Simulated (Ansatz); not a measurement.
Basis-set extrapolation for CH2O2S (`OC(O)=S`) (PBE0-D4/def2-TZVP geometry, frozen core, the Gaussian-basis code of Ansatz). Multiplicity 1, RHF reference.

```json
{"": "HF", "def2-TZVPP": "-586.384792", "def2-QZVPP": "-586.404599"}
{"": "MP2 correlation", "def2-TZVPP": "-0.799612", "def2-QZVPP": "-0.864206"}
{"": "CCSD(T) correlation", "def2-TZVPP": "-0.851785", "def2-QZVPP": "not run"}
```

Energies in hartree. Use E(X) = E(∞) + A·exp(−7.88·√X) for Hartree–Fock and E(X) = E(∞) + B·X^(−2.97) for correlation, with X = 3 and 4, and add CCSD(T) minus MP2 of the smaller set to the MP2 limit.

Question: What is the CCSD(T) energy at the basis-set limit?

Answer: HF limit: -586.404599 + (-0.019807) × 0.13774 = -586.40733. MP2 limit: -0.864206 + (-0.064594) × 0.74074 = -0.91205. Higher-order term: -0.851785 − (-0.799612) = -0.05217. Total: -587.37155 hartree, 3.67 eV below CCSD(T)/def2-TZVPP.
